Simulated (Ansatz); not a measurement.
# Relaxing LiSn2

Theory: DFT PBE, scalar-relativistic, plane waves, PAW (Ansatz 0.2.0). Cutoff 420 eV, Γ-centred k mesh, Gaussian smearing, no spin polarisation in the final step.

LiSn2 was placed on the MoSi2 (C11b) structure type (I4/mmm, No. 139), with Li in place of Mo, Sn in place of Si, at a guessed volume.

```
Li Sn
1.0
    -1.84177    1.84177    4.51808
     1.84177   -1.84177    4.51808
     1.84177    1.84177   -4.51808
Li Sn
1 2
Direct
  0.00000 0.00000 0.00000
  0.66500 0.66500 0.00000
  0.33500 0.33500 0.00000
```

Cell and atoms relax at zero pressure; the relaxation can't lower the symmetry of the start. After a coarse first stage the cell is made exact in the group found at 0.06 Å.

Formation energies are uncorrected and refer to the elements' standard structures at the same level.

Question: Which crystal results?

Answer: It keeps I4/mmm (No. 139). The result has the MoSi2 (C11b) structure. Conventional cell: a = 3.984 Å, c = 9.250 Å. Li has 2 Sn at 3.03 Å, 8 Sn at 3.24 Å and 4 Li at 3.98 Å; Sn has 1 Li at 3.03 Å, 5 Sn at 3.16–3.19 Å, 4 Li at 3.24 Å and 4 Sn at 3.98 Å.

```
Li Sn
1.0
    -1.99176    1.99176    4.62492
     1.99176   -1.99176    4.62492
     1.99176    1.99176   -4.62492
Li Sn
1 2
Direct
  0.00000 0.00000 0.00000
  0.67219 0.67219 0.00000
  0.32781 0.32781 0.00000
```

Question: What are its volume, energy, density and gap?

Answer: The volume per atom is 24.46 Å³, the density is 5.53 g/cm³ and the energy over the elements is -0.16 eV/atom. The gap on the 16×16×16 mesh is 0 eV (a metal).

The final run used a 16×16×16 mesh on its 3-atom cell and 0.10 eV smearing. The k mesh leaves about 4 meV/atom of noise in metals. A structure relaxed within its symmetry needn't be a true minimum. The steps took roughly 4 core-minutes in all.